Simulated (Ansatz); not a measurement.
Ta (bcc): energy against volume

Method: Ansatz 0.2.0, DFT, LDA (PW92), plane waves (420 eV) with PAW, scalar-relativistic. (PAW data from PBE, frozen cores regenerated.)

The cell is scaled uniformly from the relaxed one, with fractional coordinates and shape fixed. Energies are extrapolated to zero smearing, pressures are those at the given smearing. Magnetic state: spin not included.

A Birch-Murnaghan fit gives V₀ = 17.21 Å³/atom, B₀ = 217 GPa, B₀′ = 3.8.

What are the energy above the minimum and the pressure at 15.179 Å³/atom?

197.6 meV/atom and 34.81 GPa as computed.

What are the energy above the minimum and the pressure at 15.869 Å³/atom?

80.1 meV/atom and 20.73 GPa as computed.

What are the energy above the minimum and the pressure at 18.629 Å³/atom?

69.9 meV/atom and -14.60 GPa as computed.
